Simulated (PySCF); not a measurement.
Cost of one run: EPR job, `[SiH2]O[SiH3]` [radical].

Method: UKS B3LYP, pcH-1 on H O Si, non-relativistic, mean-field spin-orbit, GIAO (PySCF 2.14.0). Geometry: GFN2-xTB. Work: unrestricted SCF, g, hyperfine, density and orbital grids written, density fitting. The input is one job of a driver script: a line of settings, then coordinates in Å.

Command:
```bash
OMP_NUM_THREADS=1 python probes_run.py task.json out
```

Input:
```
{"job": {"kind": "epr", "basis": "pcH-1"}, "charge": 0, "multiplicity": 2}
Si     1.839243    -0.248635    -0.309152
O      0.216993    -0.203186    -0.338382
Si    -1.349083     0.023573    -0.010606
H      2.328717     1.109705    -0.495970
H      2.242189    -0.911412     0.922680
H     -1.491256     0.262208     1.426050
H     -2.012589    -1.208676    -0.427788
H     -1.765157     1.185835    -0.791396
```

Hardware: Intel Xeon at 2.50 GHz, one thread, no GPU, shared host with 64 logical CPUs at a one-minute load of 62. PySCF's memory limit was set to 1600 MB.

Task: How large is the basis?

Result: 145 functions.

Task: What wall time should be expected on this hardware?

Result: About 31 s. CPU seconds by part: SCF 11, spin–orbit mean field 2.1, g tensor 10, hyperfine 2.2.

Task: Estimate the peak memory.

Result: About 0.55 GiB. Peak memory is the resident size of the whole Python process, interpreter and libraries included.

Task: At this speed, how long would 1000 such jobs take on 96 cores, one job a core?

Result: 1000/96 gives 11 rounds of 31 s, about 5.7 min of wall time and 8.6 core-hours, if the jobs don't slow each other.

Times come from a shared host and carry two figures at best.

The run converged: ⟨S²⟩ 0.751; g_iso 2.0026.
